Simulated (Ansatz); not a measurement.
The input, for Ansatz 0.2.0:

```yaml
crystal:
  periodic: [false, false, false]
  atoms:
    - {symbol: H, position_ang: [-1.795211, 0.049803, 0.000000]}
    - {symbol: H, position_ang: [-1.102211, 0.049803, 0.000000]}
    - {symbol: O, position_ang: [0.156789, 0.049803, 0.000000]}
    - {symbol: H, position_ang: [0.408648, -0.890147, 0.000000]}
basis:
  gaussian: {orbitals: 6-31G}
magnetization: {spin_polarized: false, initial_magnetization: 1}
correlation: {method: fci, electrons: outside_noble_gas}
```

```sh
$ ansatz run in.yaml --threads 1 --pin off --events-out ev --progress --plain --max-ram 2393MiB
```

(1) Roughly how long does this take on 1 thread of AMD EPYC 9R45, shared host, and how much host memory?

```
268 factors; integrals over basis functions are off by at most 3.8e-8 eV
mean field evaluation 1: about -2077.9874 eV, gradient 2.3e1 eV
mean field evaluation 2: about -2077.9893 eV, gradient 2.3e1 eV
mean field evaluation 4: about -2079.7545 eV, gradient 2.5e0 eV
mean field evaluation 8: about -2079.9092 eV, gradient 3.0e-1 eV
mean field evaluation 16: about -2078.9247 eV, gradient 5.6e0 eV
mean field evaluation 32: about -2079.8348 eV, gradient 1.1e0 eV
mean field -2079.91065330 eV, -76.4353066948 hartree, gradient 1.9e-6 eV, S^2 0.750000; 6 other end points of the search recorded, 0 dependent functions left out
mean field evaluation 64: about -2080.0801 eV, gradient 5.6e-1 eV
determinant -2079.91065330 eV, -76.4353066948 hartree, with singles and doubles -2083.68631422 eV, -76.5740596744 hartree
determinant -2079.05276626 eV, -76.4037799276 hartree, with singles and doubles -2082.36881681 eV, -76.5256425374 hartree
1 core orbitals not correlated: weight in the atoms' cores, before any rotation towards them, 1.000 or more for the frozen orbitals, at most 0.000 for the correlated occupied ones
reference -2079.91065330 eV, -76.4353066948 hartree; 5, 4 occupied and 9, 10 virtual orbitals, 268 factors
state -2083.73649454 eV, -76.5759037669 hartree
Total energy: -2083.73649454 eV, -76.5759037669 hartree
```

Natural occupations: 1.9878 1.9810 1.9677 1.9668 0.9987 0.0306 0.0244 0.0180 0.0111 0.0059 0.0042 0.0023 0.0008 0.0006.

Results:

(1) 5.5 s wall and 0.18 GiB.
